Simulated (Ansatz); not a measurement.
Saddle point of SiH4ClF, closed shell (SiH₃F ([F][SiH3]) + HCl → SiH₃Cl ([SiH3][Cl]) + HF; bonds formed: Si1–Cl7, F2–H6; bonds broken: Si1–F2, H6–Cl7), PBE0-D4/def2-TZVP structure:

Si1  (-0.569, -0.198, 0.052)
F2  (1.273, -0.745, -0.071)
H3  (-0.824, -1.624, -0.281)
H4  (-0.721, 0.016, 1.501)
H5  (-1.547, 0.530, -0.788)
H6  (1.552, 0.273, -0.156)
Cl7  (0.836, 1.749, -0.257)
(Å)

Energies are electronic, without zero-point energy. Barriers and step energies count from the start structure reached by relaxing down the imaginary mode; all methods use the PBE0-D4 structures, on which another method's saddle can fall below an end. Program: Ansatz 0.2.0. Basis: def2-TZVPP, with def2-QZVPP for the basis limit. Cores are frozen in the correlated methods. B3LYP uses VWN-RPA correlation. Extrapolation: Hartree–Fock as exp(−7.88 √X), correlation as X^−2.97.

```tsv
method	barrier (eV)	step energy (eV)
SPW92	?	0.217
PBE-D4	1.272	0.227
BLYP-D4	1.501	0.348
r2SCAN-D4	1.442	0.313
B97M-V	1.653	0.374
PBE0-D4	1.450	0.241
B3LYP-D4	1.620	0.356
r2SCAN0-D4	1.548	0.303
BHLYP-D4	1.818	0.388
CAM-B3LYP-D4	1.666	0.407
wB97X-V	1.617	0.334
wB97M-V	1.542	0.319
B2PLYP	1.697	0.385
PBE-QIDH	1.604	0.288
RPA on PBE	?	0.412
HF	2.353	0.498
MP2	?	0.326
CCSD	1.851	0.389
CCSD(T)	1.735	0.363
```

(1) Fill in the withheld barriers. (Judge from chemistry; the value comes from the calculation.)

No T1 diagnostic of these runs exceeds 0.012.

## Answers

(1) By the calculation: MP2 1.656; SPW92 0.961; RPA on PBE 1.747 eV. Each is the energy of the saddle less that of the start structure, by the same method.

For comparison, the barrier by CCSD(T) at an estimated basis limit (MP2 extrapolated from triple and quadruple zeta, plus CCSD(T) − MP2 in triple zeta) is 1.677 eV.

Labels in which every atom is bracketed show which atoms are joined, not bond orders.

For scale, one of the runs: CCSD(T)/def2-TZVPP, 171 basis functions, launched by `ansatz run in.yaml --threads 2 --pin off --events-out ev --progress --plain --max-ram 4352MiB`. Hardware: 2 CPU threads of an AMD EPYC 9R45, shared host. Wall time 11 s; peak host memory 1.4 GiB.
